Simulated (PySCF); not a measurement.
C4H11OP.
Z-matrix (Å and degrees, GFN2-xTB geometry), rows numbered from 1:
```
C 
C   1  1.5225
P   2  1.8629  1  112.36
C   3  1.8521  2   99.62  1   -79.99
C   3  1.8771  2   96.63  1  -178.18
O   5  1.4056  3  111.30  2   -69.13
H   1  1.0880  2  110.50  3   -56.05
H   1  1.0882  2  110.84  3    63.91
H   1  1.0886  2  110.44  3  -176.09
H   2  1.0934  1  109.97  3   118.21
H   2  1.0942  1  110.70  3  -122.56
H   4  1.0877  3  109.18  2    75.11
H   4  1.0896  3  111.33  2   -46.03
H   4  1.0884  3  108.83  2  -166.94
H   5  1.1011  3  108.91  2   167.94
H   5  1.0943  3  110.58  2    48.77
H   6  0.9639  5  108.66  3   -59.25
```

Method: TDDFT PBE0/def2-SVPD, vertical, gas phase, core orbitals frozen in the response in PySCF.

Kohn–Sham orbitals with the atoms that hold most of them (Löwdin shares over 4%, at most four atoms; ? is withheld):

```tsv
orbital	ε (eV)	atoms
LUMO+2	0.91	P3 20%, C1 15%, C2 12%, H10 6%
LUMO+1	0.78	C4 17%, C5 11%, H14 8%, H13 7%
LUMO	0.38	O6 20%, P3 19%, H17 13%, C5 10%
HOMO	-6.63	?
HOMO-1	-7.64	?
HOMO-2	-8.89	C2 21%, C4 20%, P3 20%, C1 8%
HOMO-3	-9.41	O6 38%, C5 17%, P3 8%, C2 7%
```

(1) Which atoms hold the HOMO-1, and with what shares?

(2) Give the leading atoms of the HOMO.

(3) How does S1 compare with the orbital gap of 7.01 eV?

(4) Give energy, strength and leading configuration of S1, S2 and S4, and follow the Löwdin shares of the leading atoms from the occupied to the empty orbital.

Answers

(1) O6 (bonded to C and H) 44%; C5 (bonded to O, P and 2 H) 16%; P3 (bonded to 3 C) 15%; H15 (bonded to C) 7%.

(2) P3 (bonded to 3 C) 58%; C5 (bonded to O, P and 2 H) 11%; C2 (bonded to C, P and 2 H) 10%; C4 (bonded to P and 3 H) 8%. By element: phosphorus 58%, carbon 29% or more.

(3) S1 is at 5.95 eV (f = 0.083), 1.06 eV below the gap, made of HOMO→LUMO (97%). 

(4) 
- S1 (5.95 eV, f 0.083), HOMO→LUMO (97%): P3 58% → 19%, C5 11% → 10%, O6 at most 9% → 20%
- S2 (6.40 eV, f 0.027), HOMO→LUMO+1 (89%): P3 58% → at most 8%, C5 11% → 11%, C4 8% → 17%
- S4 (6.62 eV, f 0.030), HOMO-1→LUMO (73%): O6 44% → 20%, C5 16% → 10%, P3 15% → 19%

Löwdin shares depend on the basis, the more so with diffuse functions.

One conformer stands for the species.
